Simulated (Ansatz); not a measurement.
Input for Ansatz (a quantum-chemistry and plane-wave program): U-CCSD(T)/aug-cc-pV(T+d)Z on H2P (SMILES [PH2]), 2S+1 = 2, atoms moved off the minimum. Files ending in .json are basis or fitting sets from the Basis Set Exchange.

Ansatz 0.2 input:
```yaml
crystal:
  periodic: [false, false, false]
  atoms:
    - {symbol: P, position_ang: [0.00319416, 0.14964090, 0.12139908]}
    - {symbol: H, position_ang: [-1.10205943, -0.87240053, 0.07567802]}
    - {symbol: H, position_ang: [1.04139838, -0.81275555, 0.06536027]}
basis:
  gaussian:
    orbitals: aug-cc-pV_T+d_Z.json
magnetization: {spin_polarized: true, initial_magnetization: 1}
correlation: {method: ccsd_t, electrons: outside_noble_gas}
scf: {omitted_lower_state_checks: [cluster_reference]}
output: {forces: true}
```

The head of its log:

```
WARN ansatz: RAYON_NUM_THREADS=1 ignored (pool sized by the plan → 1); use --threads N
Functional definition: HF
these checks for a lower state are left out or cut short: cluster_reference
integrals: 0.18 GiB planned
572 factors; integrals over basis functions are off by at most 8.5e-4 eV
mean field: 0.18 GiB planned
mean field evaluation 1: about -9302.6551 eV, gradient 6.4e0 eV
mean field evaluation 2: about -9302.6554 eV, gradient 6.3e0 eV
mean field evaluation 4: about -9303.1862 eV, gradient 6.7e-1 eV
mean field evaluation 8: about -9303.1947 eV, gradient 1.4e-3 eV
mean field -9303.19473530 eV, -341.8861005905 hartree, gradient 2.4e-6 eV, S^2 0.770844; 0 other end points of the search recorded, 0 dependent functions left out
5 core orbitals not correlated
reference -9303.19473530 eV, -341.8861005905 hartree; 4, 3 occupied and 92, 93 virtual orbitals, 572 factors
densities: 0.89 GiB planned
```

Problem. What total energy does the run end on?

Solution. -342.0593 hartree (reference determinant -341.8861, T1 diagnostic 0.017).
